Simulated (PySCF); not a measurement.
Ionising CH

BHandHLYP; H def2-TZVPPD, C def2-TZVPPD; no relativity (PySCF 2.14). Neutral (UKS): doublet (π ↑), Re = 1.110 Å, ωe = 2955 cm⁻¹, De = 3.59 eV, HOMO -8.86 eV, LUMO -2.28 eV.

CH⁻ (UKS): triplet (π ↑↑), Re = 1.127 Å, ωe = 2690 cm⁻¹. The energies at the minima are -38.47813 hartree for CH and -38.51057 for CH⁻.

(1) Work out the adiabatic electron affinity, without and with harmonic zero-point energies (1 hartree = 27.2114 eV, 1 eV = 8065.5 cm⁻¹), and the change of the bond length.

The highest Kohn–Sham level is positive in this anion. Much of that is self-interaction error, but it also means that the finite basis helps to hold the extra electron. States were picked by a PBE0 search and need not be the measured ground states.

Results:

(1) At BHandHLYP: 0.03244 hartree = 0.883 eV between the minima; the zero-point term (2955.0 − 2690.0)/2 cm⁻¹ = +0.016 eV makes it 0.899 eV. Re changes by +1.7 pm against the neutral. The electron enters a π orbital, which is non-bonding in a hydride.
